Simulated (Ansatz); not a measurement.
# Rb2Sb: from a trial structure to a relaxed crystal

Level of theory: DFT PBE, scalar-relativistic, plane waves, PAW (Ansatz).

Rb2Sb was placed on the cuprite structure type (Pn-3m, No. 224), with Sb in place of O, Rb in place of Cu, at a guessed volume.

The final relaxation ran on this input, with the default PAW datasets:

```yaml
crystal:
  lattice:
    - [7.984299491, 0.0, 0.0]
    - [0.0, 7.984299491, 0.0]
    - [0.0, 0.0, 7.984299491]
  atoms:
    - { symbol: Rb, position: [0.25, 0.25, 0.25] }
    - { symbol: Rb, position: [0.25, 0.75, 0.75] }
    - { symbol: Rb, position: [0.75, 0.75, 0.25] }
    - { symbol: Rb, position: [0.75, 0.25, 0.75] }
    - { symbol: Sb, position: [0.0, 0.0, 0.0] }
    - { symbol: Sb, position: [0.5, 0.5, 0.5] }
basis:
  ecutwfc: 420
kpoints:
  mp_grid: { grid: [6, 6, 6] }
hamiltonian:
  xc: pbe
scf:
  occupations: { method: gaussian, width: 0.1 }
output:
  forces: true
  stress: true
  eigenvalues: true
relax:
  adjacent_minimum: "off"
  f_tol: 0.01
  max_steps: 80
  cell: { stress_tol: 0.05 }
```

Launched as:

```bash
ansatz run input.yaml --threads 1 --pin off --max-ram 2560MiB --backend cpu --events-out ev --progress --plain --runs-dir out
```

The run took 2.7 min on 1 thread of Intel(R) Xeon(R) Platinum 8488C (Sapphire Rapids), with other jobs on the host, peak memory 0.77 GiB.

End of the output:

```
SCF converged after 6 iterations
Free energy (F): -26038.018782 eV
Harris-Foulkes:  -26038.018782 eV  (|F-HF|=1.82e-11)
Internal energy: -26037.923837 eV  (E = F + TS)
E sigma→0 (E₀):  -26037.971310 eV
Entropy (-TS):   -0.094945 eV (-15.824 meV/atom)
Fermi energy:    1.044922 eV
--- Per-component energies (eV) ---
  E_band       = -1019.681838
  E_kinetic    = 1180.765371
  E_local      = -8327.424546  (includes V_loc(G=0)·N_el)
  E_nonlocal   = 1417.531919
  E_hartree    = 3291.335452
  E_xc         = -795.407099
  E_vxc        = -734.961338  (∫ρ·V_xc dr)
  E_paw        = -19623.397992  (= ΣΔE_a)
  E_vpaw       = -1138.264469  (= ΣTr[D̂ρ^β])
  E_aug_tail   = -0.000007  (compensation charges beyond the density's cutoff)
  E_ewald      = -3181.326936
  E_smearing   = -0.094945  (= −TS)
  E_closure    =  0.000000  (closes the sum)
  Σ components = -26038.018782   (vs F -26038.018782, Δ=0.00e0)
--- Forces (eV/Å), atoms counted from 1 ---
  atom   1  Rb     0.00000000     0.00000000     0.00000000
  atom   2  Rb     0.00000000     0.00000000     0.00000000
  atom   3  Rb     0.00000000     0.00000000     0.00000000
  atom   4  Rb     0.00000000     0.00000000     0.00000000
  atom   5  Sb     0.00000000     0.00000000     0.00000000
  atom   6  Sb     0.00000000     0.00000000     0.00000000
  max |Σ_I F_I| component: 2.17e-19 eV/Å
--- Stress (GPa, compression-positive) ---
        0.002926       0.000000       0.000000
        0.000000       0.002926       0.000000
        0.000000       0.000000       0.002926
  P = ⅓ Tr σ = 0.0029 GPa (0.029 kbar)
--- Relaxed structure (3 steps of the walk, 3 accepted, 1 SCFs on fresh bases) ---
  F+E_penalty+E_count = -26038.01878208 eV   max|allowed force component| = 8.553e-19 eV/Å   (the final SCF, on the basis selected at the relaxed cell)
  cell:  # Å, volume = 521.3117 Å³
    - [8.048207, 0.000000, 0.000000]
    - [0.000000, 8.048207, 0.0]
    - [0.000000, 0.0, 8.048207]
  atoms:
    - { symbol: Rb, position: [0.25, 0.25, 0.25] }
    - { symbol: Rb, position: [0.25, 0.750000, 0.750000] }
    - { symbol: Rb, position: [0.750000, 0.750000, 0.25] }
    - { symbol: Rb, position: [0.750000, 0.25, 0.750000] }
    - { symbol: Sb, position: [0.000000, 0.000000, 0.000000] }
    - { symbol: Sb, position: [0.5, 0.5, 0.5] }
```

Absolute energies hang on the potentials; compare differences alone.

The result has space group Pn-3m (No. 224). Rb has 2 Sb at 3.48 Å; around Sb lie 4 Rb at 3.48 Å.

Against the elements it lies at 0.07 eV/atom. Formation energies are uncorrected and refer to the elements' standard structures at the same level.

The k mesh leaves about 4 meV/atom of noise in metals. Spin–orbit coupling is left out.

A structure relaxed within its symmetry needn't be a true minimum.